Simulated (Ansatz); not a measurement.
Species: C2H3, SMILES `[CH]=C` (charge 0, multiplicity 2), formula C2H3.

### Question
How many basis functions does frozen-core CCSD(T)/cc-pVTZ // PBE0-D3(BJ)/def2-TZVP run with Ansatz (a quantum-chemistry and plane-wave program) use, how many core orbitals are frozen, and how many electrons are correlated?

### Answer
102 basis functions and 2 frozen orbitals, which leaves 11 correlated electrons. Core time is of the order of seconds.
